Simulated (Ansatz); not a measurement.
Program: Ansatz. Geometries: PBE0-D4/def2-TZVP. ΔE: electronic, gas phase. CCSD(T)/CBS adds triple-zeta CCSD(T) − MP2 to the extrapolated MP2 energy (def2 sets, frozen cores). Functionals use def2-TZVPP. One conformer a species, not always the lowest.

Consider the isomerisation: `CC1(O)NCS1` → `CC(N)(O)C=S`.

CCSD(T)/CBS gives -0.17 eV.

(1) Another level gave -0.17 eV. Which?
A. r2SCAN-D4/def2-TZVPP
B. PBE0/def2-TZVPP
C. CCSD/def2-TZVPP
D. PBE/def2-TZVPP

Largest T1 diagnostic among the species: 0.014.

Results:

(1) C. CCSD/def2-TZVPP -0.17, PBE -0.06, PBE0 0.00, r2SCAN-D4 -0.11 eV.

From PBE to PBE0 (25 % exact exchange), in def2-TZVPP and without D4, ΔE moves by +0.06 eV.
